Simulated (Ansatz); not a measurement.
Mulliken charges of `[O]=[Al][Cl]` from B3LYP/def2-TZVPP in Ansatz (PBE0-D4/def2-TZVP geometry).

```json
{"atom": "O1", "x (Å)": "0.109", "y (Å)": "1.726", "z (Å)": "0.251", "charge (e)": "-0.509"}
{"atom": "Al2", "x (Å)": "0.010", "y (Å)": "0.154", "z (Å)": "0.022", "charge (e)": "0.641"}
{"atom": "Cl3", "x (Å)": "-0.119", "y (Å)": "-1.880", "z (Å)": "-0.273", "charge (e)": "-0.131"}
```

Problem. By hand: the dipole of these point charges (1 e Å = 4.8032 D).

Solution. Σ q r = (-0.033, -0.534, -0.078) e Å, of length 0.541 e Å = 2.60 D.

Problem. How does the dipole of the full density compare? (Best estimate.)

Solution. The calculation gave: (-0.051, -0.809, -0.117) e Å, 3.93 D; the point charges give 0.66 times that, at 0° from its direction.

Point charges leave out the atoms' own dipoles, such as those of lone pairs, and Mulliken's split depends on the basis, so the two needn't agree.

B3LYP here is the variant with VWN-RPA as its local correlation; programs differ in this.
